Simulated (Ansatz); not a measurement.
Cost and result for the atomization energy of C₆H₇N (`Cc1ccncc1`) (14 atoms, 14 bonds).

Z-matrix (Å, degrees):
```
C
C 1 1.495
H 1 1.091 2 111.4
H 1 1.091 2 111.4 3 -121.4
H 1 1.094 2 110.4 3 119.3
C 2 1.390 1 121.6 3 151.6
C 2 1.390 1 121.6 3 -29.5
C 6 1.386 2 119.5 1 178.7
H 6 1.085 2 120.6 1 -1.5
C 7 1.386 2 119.5 1 -178.7
H 7 1.085 2 120.6 1 1.5
N 8 1.328 6 123.8 2 0.1
H 8 1.087 6 120.0 2 179.9
H 10 1.087 7 120.0 2 -179.9
```

The species carries charge 0 and has multiplicity 1. The structure was optimised at the PBE0-D4/def2-TZVP level. Program: Ansatz. All runs use 2 threads of an AMD EPYC 7R13 on a shared host and a share of an NVIDIA H100 80 GB. Times are those of one run each, without the atoms' runs, and a repeat can differ threefold. Electronic energies, without spin–orbit coupling; frozen cores. CCSD(T)/CBS adds CCSD(T) − MP2 in def2-TZVPP to the MP2 limit, and its time is that of the two runs behind it. T1 = 0.012; the RHF reference is unstable towards UHF.

CCSD(T)/CBS is a level of theory with its own doubt, some kJ/mol a heavy atom from the limit and from the frozen cores, so smaller differences don't rank the functionals.

```json
{"level": "r2SCANh-D4/def2-TZVPP", "functions": "315", "wall time": "3.4 s"}
{"level": "B2PLYP/def2-TZVPP", "functions": "315", "wall time": "7.5 s"}
{"level": "BHLYP-D4/def2-TZVPP", "functions": "315", "wall time": "8 s"}
{"level": "CCSD(T)/def2-SVP", "functions": "133", "wall time": "9.5 s"}
{"level": "ωB97M-V/def2-TZVPP (with forces)", "functions": "315", "wall time": "9.5 s"}
{"level": "PBE-QIDH/def2-TZVPP", "functions": "315", "wall time": "9.6 s"}
{"level": "BLYP-D4/def2-TZVPP", "functions": "315", "wall time": "11 s"}
{"level": "r2SCAN-D4/def2-TZVPP (with forces)", "functions": "315", "wall time": "12 s"}
{"level": "MP2/def2-QZVPP", "functions": "609", "wall time": "12 s"}
{"level": "B97M-V/def2-TZVPP", "functions": "315", "wall time": "14 s"}
{"level": "PBE-D4/def2-TZVPP (with forces)", "functions": "315", "wall time": "15 s"}
{"level": "CCSD(T)/def2-TZVPP", "functions": "315", "wall time": "18 s"}
{"level": "CCSD(T)/CBS(def2)", "functions": "–", "wall time": "30 s"}
```

Task: What atomization energy does each give, and how far from CCSD(T)/CBS? (Best estimate.)

Result: The calculation gave: 
```json
{"level": "r2SCANh-D4/def2-TZVPP", "atomization (kcal/mol)": "1535.9", "difference from CCSD(T)/CBS": "4.3", "per bond": "0.3"}
{"level": "B2PLYP/def2-TZVPP", "atomization (kcal/mol)": "1527.6", "difference from CCSD(T)/CBS": "-4.0", "per bond": "-0.3"}
{"level": "BHLYP-D4/def2-TZVPP", "atomization (kcal/mol)": "1491.8", "difference from CCSD(T)/CBS": "-39.8", "per bond": "-2.8"}
{"level": "CCSD(T)/def2-SVP", "atomization (kcal/mol)": "1474.7", "difference from CCSD(T)/CBS": "-56.9", "per bond": "-4.1"}
{"level": "ωB97M-V/def2-TZVPP (with forces)", "atomization (kcal/mol)": "1542.2", "difference from CCSD(T)/CBS": "10.6", "per bond": "0.8"}
{"level": "PBE-QIDH/def2-TZVPP", "atomization (kcal/mol)": "1541.8", "difference from CCSD(T)/CBS": "10.2", "per bond": "0.7"}
{"level": "BLYP-D4/def2-TZVPP", "atomization (kcal/mol)": "1546.5", "difference from CCSD(T)/CBS": "14.9", "per bond": "1.1"}
{"level": "r2SCAN-D4/def2-TZVPP (with forces)", "atomization (kcal/mol)": "1546.1", "difference from CCSD(T)/CBS": "14.5", "per bond": "1.0"}
{"level": "MP2/def2-QZVPP", "atomization (kcal/mol)": "1556.3", "difference from CCSD(T)/CBS": "24.7", "per bond": "1.8"}
{"level": "B97M-V/def2-TZVPP", "atomization (kcal/mol)": "1543.8", "difference from CCSD(T)/CBS": "12.2", "per bond": "0.9"}
{"level": "PBE-D4/def2-TZVPP (with forces)", "atomization (kcal/mol)": "1595.6", "difference from CCSD(T)/CBS": "64.0", "per bond": "4.6"}
{"level": "CCSD(T)/def2-TZVPP", "atomization (kcal/mol)": "1494.2", "difference from CCSD(T)/CBS": "-37.4", "per bond": "-2.7"}
{"level": "CCSD(T)/CBS(def2)", "atomization (kcal/mol)": "1531.6", "difference from CCSD(T)/CBS": "0.0", "per bond": "0.0"}
```

From BLYP to BHLYP (50 % exact exchange), in def2-TZVPP and without D4, the atomization energy moves by −45.5 kcal/mol: exact exchange takes away binding that semilocal exchange gives to molecules. At CCSD(T), def2-SVP lies −56.9 kcal/mol from the extrapolated value and def2-TZVPP −37.4 kcal/mol: correlation converges slowly with the basis, and small sets miss more of it in the bonded molecule than in its fragments. The D4 term adds +13.0 kcal/mol with B3LYP and +6.8 kcal/mol with PBE0; it sums over pairs of atoms, weighted by their polarisabilities, and B3LYP, whose exchange is more repulsive, gets the larger term.

B3LYP here is the variant with VWN-RPA as its local correlation; programs differ in this.
